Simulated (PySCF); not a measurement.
# How the method moves the HOMO and LUMO of `F[C@@]12C=C[C@@H]1C2`

Species: C5H5F.
Numbering: `[F:1][C@@:2]12[CH:3]=[CH:4][C@@H:5]1[CH2:6]2` (hydrogens: H7 on C3; H8 on C4; H9 on C5; H10, H11 on C6)

Cartesian coordinates in Å at the PBE0-D3(BJ)/def2-SVP level; atoms count from 1:
```xyz
11
C5H5F angstrom
F      0.776    1.615   -0.964
C      0.224    0.627   -0.240
C     -1.238    0.534    0.133
C     -1.253   -0.790   -0.103
C      0.197   -0.837   -0.550
C      1.072   -0.302    0.580
H     -1.924    1.228    0.624
H     -1.961   -1.584    0.150
H      0.611   -1.326   -1.434
H      2.143   -0.248    0.354
H      0.822   -0.525    1.623
```

Basis pcSseg-2 throughout (PySCF), one geometry. Isolated species at its PBE0-D3(BJ)/def2-SVP geometry, gas phase.

**Question.** How do the orbital energies, the gap and the dipole change with the method?

**Answer.** 
```tsv
method	kind	HOMO (eV)	LUMO (eV)	gap (eV)	μ (D)	SCF cycles
BLYP	GGA	-5.38	-1.49	3.89	1.56	16
OPBE	GGA	-5.45	-1.51	3.94	1.49	16
B97-D	GGA	-5.45	-1.50	3.95	1.55	15
PBE	GGA	-5.50	-1.62	3.88	1.54	16
KT2	GGA	-5.52	-1.59	3.93	1.56	16
KT3	GGA	-5.54	-1.56	3.98	1.55	16
BP86	GGA	-5.59	-1.69	3.90	1.55	14
LDA	LDA	-5.68	-1.86	3.82	1.61	15
B97-2	global hybrid	-6.41	-0.65	5.76	1.66	14
B3LYP	global hybrid	-6.47	-0.84	5.63	1.68	14
PBE0	global hybrid	-6.67	-0.61	6.06	1.67	14
mPW1PW91	global hybrid	-6.69	-0.61	6.08	1.68	14
BHandHLYP	global hybrid	-7.71	0.49	8.19	1.82	12
CAM-B3LYP	range-separated hybrid	-8.03	0.53	8.56	1.76	12
wB97X-D	range-separated hybrid	-8.51	1.24	9.75	1.70	13
HF	Hartree–Fock	-9.17	2.81	11.99	1.93	11
LC-wPBE	range-separated hybrid	-9.38	1.71	11.09	1.76	13
```

The HOMO spans 4.00 eV, from BLYP down to LC-wPBE, and the gap runs from 3.82 eV (LDA) to 11.99 eV (HF). Over the methods BLYP (0 %), OPBE (0 %), B97-D (0 %), PBE (0 %), KT2 (0 %), KT3 (0 %), BP86 (0 %), LDA (0 %), B97-2 (21 %), B3LYP (20 %), PBE0 (25 %), mPW1PW91 (25 %), BHandHLYP (50 %), HF (100 %), a straight line through the gap against the share of exact exchange rises by 0.82 eV for each 10 % (correlation coefficient 0.999). The dipole ranges from 1.49 D (OPBE) to 1.93 D (HF). This basis has no diffuse functions.
